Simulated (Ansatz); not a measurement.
# HSF (singlet): the correlation ladder, cc-pVDZ

One table from this session's results is given with a row withheld; the runs are named, their logs left out.

The runs use Ansatz 0.2.0, Gaussian basis; cc-pVDZ, core rule «outside noble gas», up to 6 orbitals frozen.

Plan: UHF; CCSD(T) on RHF; BCCD(T) on RHF; CISD; CCSDT(Q) on RHF.

26 further runs of the same task are left out: 13 for a known fault of the program, 7 that didn't finish, 6 set aside as unsound or not needed.

## The system

The geometry is a PBE0/def2-TZVP stationary point (not a proven minimum).

3 atoms, charge 0, spin multiplicity 1.

Atoms are counted from 1 here; the program's logs count them from 0.

Bond lengths: F1–S2 1.616 Å, S2–H3 1.347 Å. Angles: F1–S2–H3 96.1°.

As a file:

| atom | x (Å) | y (Å) | z (Å) |
| --- | --- | --- | --- |
| F1 | 0.0000 | 0.0431 | 1.0286 |
| S2 | 0.0000 | -0.0652 | -0.5838 |
| H3 | 0.0000 | 1.2617 | -0.8153 |

Set-up of the first run:

The input, in.yaml:

```yaml
crystal:
  periodic: [false, false, false]
  atoms:
    - {symbol: F, position_ang: [0.000000, 0.043080, 1.028580]}
    - {symbol: S, position_ang: [0.000000, -0.065184, -0.583802]}
    - {symbol: H, position_ang: [0.000000, 1.261654, -0.815305]}
basis:
  gaussian: {orbitals: cc-pVDZ}
magnetization: {spin_polarized: true, initial_magnetization: 0}
hamiltonian: {xc: hf}
output: {orbitals: {seedname: orbitals}}
```

The run is started by

```console
> ansatz run in.yaml --threads 1 --pin off --events-out ev --progress --plain --max-ram 2393MiB
```

Among the steps run: UHF; CCSD(T) on RHF; BCCD(T) on RHF; CISD; CCSDT(Q) on RHF.

One table of the session follows, with a row left open; its other results are not shown here.

| method | from RCCSDT(Q) (meV) |
| --- | --- |
| RHF | +9467.3 |
| RMP2 | ? |
| CISD | +911.8 |
| RCCSD | +213.9 |
| RCCSD(T) | +34.8 |
| BCCD(T) | +32.9 |
| RCCSDT | +21.3 |
| RCCSDT(Q) | 0 |

**Question.** Estimate the row for RMP2.

The run gave: from RCCSDT(Q) (meV): +782.2. In the column «from RCCSDT(Q) (meV)» it lies between RCCSD (+213.9) and CISD (+911.8).

With the free atoms at the same levels and basis (separate runs), the atomisation energy is 6.136 eV at RCCSDT(Q), 6.117 eV at RCCSD(T), 3.652 eV at RHF.
